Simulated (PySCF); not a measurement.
C4H8, SMILES C=C(C)C. Atoms are numbered in the order given.

```xyz
12

C     -1.2742     0.0000    -0.6796
C      0.0000     0.0000     0.1237
C      1.2742     0.0000    -0.6796
C      0.0000     0.0000     1.4633
H     -1.3225    -0.8840    -1.3400
H     -1.3225     0.8840    -1.3400
H     -2.1672     0.0000    -0.0379
H      1.3225    -0.8840    -1.3400
H      2.1672     0.0000    -0.0379
H      1.3225     0.8840    -1.3400
H      0.9330     0.0000     2.0344
H     -0.9330     0.0000     2.0344
```
Charge 0, spin multiplicity 1.

Geometry: B3LYP-D3(BJ)/def2-SVP.

The numbers are results of TDDFT-PBE0/def2-SVPD in PySCF, not measurements.

Vertical excitations. The molecule is in vacuum. State labels are in the subgroup C2v.

Computed UV-visible absorptions:
```csv
state,symmetry,energy (eV),λ (nm),f,main pairs
S1,B2,6.61,188,0.001,HOMO→LUMO+1 99 %
S2,A1,7.21,172,0.428,HOMO→LUMO 97 %
S3,B2,7.69,161,0.037,HOMO→LUMO+3 98 %
S4,A2,7.72,161,0.000,HOMO→LUMO+2 98 %
S5,A2,8.20,151,0.000,HOMO−1→LUMO 86 %
S6,A2,8.44,147,0.000,HOMO→LUMO+5 85 %
S7,B2,8.45,147,0.023,HOMO→LUMO+4 97 %
S8,B2,8.90,139,0.002,HOMO−2→LUMO 91 %
S9,B2,9.02,137,0.006,HOMO→LUMO+7 92 %
S10,A1,9.06,137,0.000,HOMO→LUMO+6 98 %
T1,A1,4.25,292,0,HOMO→LUMO 96 %
T2,B2,6.49,191,0,HOMO→LUMO+1 97 %
T3,B2,7.57,164,0,HOMO→LUMO+3 97 %
T4,A2,7.66,162,0,HOMO→LUMO+2 90 %
```
Triplets are in the Tamm–Dancoff approximation, which puts them higher than full response would, so one can lie above its singlet here.
